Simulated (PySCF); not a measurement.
Consider (AlBH6). Optimised structure (Å), atoms numbered from 1:
```
Al   -0.9166   -0.5023   -0.4568
H     0.0769    0.9503   -0.5241
B     0.8396    0.4517    0.3900
H     0.3879   -0.7150    0.7067
H    -0.6852   -1.4081   -1.7293
H    -2.2900   -0.2158    0.2669
H     0.7136    1.1513    1.3664
H     1.9257    0.2834   -0.1099
```

Level of theory: TPSSh-D3(BJ)/ma-def2-SVP single points in PySCF, grid level 3; every species was optimised with PBE0-D3(BJ)/def2-SVP. The prefix ma- adds one diffuse s and one diffuse p function on all atoms but H. Zero-point and thermal terms (298.15 K, 1 bar) come from unscaled GFN2-xTB harmonic frequencies, with soft modes damped to free rotors in the entropy. These were taken at the GFN2-xTB minima.

What are the vertical and the adiabatic ionisation energy for forming the radical cation?

10.97 eV vertical and 10.19 eV adiabatic, the latter with zero-point energy.

Where does the unpaired spin of the relaxed radical cation sit?

H5 0.47, H6 0.42 (intrinsic atomic orbital populations).

How far is −ε(HOMO) from the vertical value by ΔSCF?

−ε(HOMO) = 8.29 eV, which is 2.68 eV below the ΔSCF value.

Caveats: ma-def2-SVP is a small basis, whose errors can reach tens of kJ/mol.
